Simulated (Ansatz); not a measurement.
```yaml
crystal:
  periodic: [false, false, false]
  atoms:
    - {symbol: Ti, position_ang: [-0.425819, -0.009631, -0.000715]}
    - {symbol: N, position_ang: [1.312538, -0.022295, 0.002436]}
    - {symbol: H, position_ang: [1.982621, 0.767213, 0.000120]}
basis:
  gaussian: {orbitals: def2-TZVP}
hamiltonian: {xc: pbe0}
relax: {f_tol: 0.004, max_steps: 80}
```

```sh
$ ansatz run in.yaml --threads 1 --pin off --events-out ev --progress --plain --max-ram 2176MiB
```

Steps of the relaxation (energy above the last step; positions in Å, forces in eV/Å):

```
3
step 1, 456.4 meV
Ti   -0.426   -0.010   -0.001    2.858   -0.178    0.006
N     1.313   -0.022    0.002   -2.604    0.887   -0.009
H     1.983    0.767    0.000   -0.255   -0.708    0.003
```

```
3
step 2, 322.4 meV
Ti   -0.396   -0.012   -0.001    1.380   -0.238    0.004
N     1.289   -0.005    0.002   -1.504    0.699   -0.006
H     1.976    0.753    0.000    0.123   -0.461    0.002
```

```
3
step 3, 230.0 meV
Ti   -0.376   -0.032   -0.001   -0.630   -0.381    0.001
N     1.248    0.041    0.002    0.247    0.795   -0.003
H     1.997    0.727    0.000    0.383   -0.414    0.003
```

```
3
step 6, 0.0 meV
Ti   -0.404   -0.156    0.000    0.020    0.006    0.000
N     1.150    0.302    0.001    0.002    0.001    0.000
H     2.123    0.589    0.001   -0.022   -0.007    0.000
```

```
3
step 7, 0.0 meV
Ti   -0.404   -0.156    0.000   -0.001    0.000    0.000
N     1.150    0.302    0.001    0.000    0.000    0.000
H     2.123    0.589    0.001    0.000    0.000    0.000
```

Close pairs at the end: N2–H3 1.015 Å, Ti1–N2 1.620 Å, Ti1–H3 2.634 Å.

A stationary point of restricted PBE0 after 7 steps (its stability towards spin polarisation wasn't tested); no frequencies were run, so it isn't proven a minimum. 22 s on 1 thread of Intel Xeon 6975P-C, shared host.
